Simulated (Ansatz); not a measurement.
Rock-salt HfC, treated with PBE-D3(BJ) in Ansatz (PAW).

Numerical settings: plane-wave cutoff 520 eV, 20×20×20 k mesh, Fermi–Dirac smearing 0.05 eV, scalar-relativistic PAW data made under PBE.

Results at a series of volumes:

```
V (Å³/atom)  E − E_lowest (meV/atom)  P (GPa)
-----------  -----------------------  -------
11.582                         37.42    17.04
11.829                         16.10    10.80
12.075                          3.91     5.14
12.321                          0.00     0.03
12.568                          3.58    -4.61
12.814                         13.96    -8.81
13.061                         30.48   -12.61
```

Q: Estimate the bulk modulus from the pressures at 12.075 and 12.568 Å³/atom, and compare it with a fit to all energies.

A: B = −V dP/dV. Between V = 12.075 and 12.568 Å³/atom, dP/dV = (-4.61 − (5.14))/(12.568 − 12.075) = -19.8 GPa per Å³/atom; at the midpoint 12.322 Å³/atom this gives B ≈ 244 GPa. The third-order Birch–Murnaghan fit gives V0 = 12.323 Å³/atom, B0 = 243 GPa, B′ = 3.9, which lies within 1 % of that estimate.

Measured, for comparison: bulk modulus 242 GPa (room temperature, not corrected to a static lattice, our sources range from 242 to 286; as tabulated in Synthesis of Binary Transition Metal Nitrides, Carbides and Borides from the …); equilibrium volume per atom 12.47 Å³/atom (temperature not stated, not corrected to a static lattice; as tabulated in Zhang et al. (2018), doi:10.1088/1367-2630/aac7f0). Computed (rounded) less measured: bulk modulus not scored (sources differ), equilibrium volume per atom -1.2 %. A static lattice is as a rule a little smaller and stiffer than an uncorrected measurement, which narrows the difference in the equilibrium volume per atom and would widen misses of the other sign.

Spin–orbit coupling is not included.

Ansatz is an electronic-structure program.
